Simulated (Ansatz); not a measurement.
**2H WS₂**

Calculation: PBE (PAW; Ansatz, a quantum-chemistry and plane-wave program).

Run with plane-wave cutoff 500 eV, 18×18×4 k mesh (along the axes of the cell as run), Fermi–Dirac smearing 0.05 eV, no spin polarisation, scalar-relativistic PAW data made under PBE.

Cell (relaxed at this level):

Space group P6₃/mmc (No. 194); a = 3.188 Å, b = 3.188 Å, c = 14.726 Å, α = 90.00°, β = 90.00°, γ = 120.00°

```
atom  site  symmetry       x       y       z
----  ----  --------  ------  ------  ------
W       2c      -6m2  0.3333  0.6667  0.2500
S       4f       3m.  0.6667  0.3333  0.1433
```

```json
{
  "band_gap": "1.61 eV (on the SCF k mesh)"
}
```

Measured, for comparison: band gap 1.35 eV (room temperature, not corrected to a static lattice, bulk 2H; as tabulated in Bastos et al. (2019), arXiv:1903.08112).

Note: the cell comes from a level without a dispersion term, which matters for the spacing of layers, chains or molecules; the cell has widely spaced layers and the level no dispersion term, so their spacing and the moduli can rest on weak binding.

Spin–orbit coupling is not included.

Static lattice: no zero-point or thermal effects.
